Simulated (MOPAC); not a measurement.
MOPAC input (AM1):

```
AM1 1SCF CHARGE=-1 GEO-OK AUX(PRECISION=9) THREADS=1
CH3S

C    -0.10672706 1    1.17701571 1    0.00465963 1
S    -0.07971376 1   -0.57493956 1   -0.00524580 1
H     1.23704338 1   -1.08526133 1    0.02135005 1
H     0.31907715 1    1.60569335 1    0.91824252 1
H     0.35966191 1    1.61650670 1   -0.88361760 1
```

**Question.** What heat of formation does the run end on, and which ionisation energy by Koopmans theorem?

**Answer.** 28.37 kcal/mol; 1.38 eV.
